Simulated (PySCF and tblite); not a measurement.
Results of a calculation; reference values are marked as such.
System: C₃H₄S, numbered as in [CH2:1]=[CH:2][CH:3]=[S:4].

Motion: rotation about the C2–C3 bond (torsion C1–C2–C3–S4 from 180° to 360°, rising). GFN2-xTB gives an electronic barrier of 7.4 kcal/mol and a reaction energy of 1.1 kcal/mol.

Question: What does PBE0/pcSseg-2 + D3(BJ) give on PBE0-D3(BJ)/def2-SVP geometries?

Answer: A barrier of 9.5 kcal/mol, 2.1 above the tight-binding barrier (from unrounded values), a reaction energy of 2.8 kcal/mol and, with GFN2-xTB thermal terms, ΔG‡(298 K) = 9.1 kcal/mol and k = 2.6×10⁶ s⁻¹ (2 equivalent paths).

Question: And the level of the geometries itself, PBE0-D3(BJ)/def2-SVP?

Answer: 9.8 kcal/mol.

Programs: tblite and PySCF.
